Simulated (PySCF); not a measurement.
water (H₂O), SMILES O. Geometry optimised at TPSSh-D3(BJ)/def2-TZVPD.

TDDFT-M06-2X/def2-TZVPD (PySCF) puts the lowest singlet excitations at 7.56, 9.13, 9.76, 10.23, 10.61, 11.30 eV.

### Question
What are the lowest excitation roots from ADC(3)/aug-cc-pVDZ in PySCF? (Estimate from the structure and the level; the computed values follow.)

### Answer
7.81, 9.60, 10.22, 11.45, 12.14, 12.31 eV. S1 differs by 0.25 eV (second minus first; roots are paired by order, and the bases may differ).
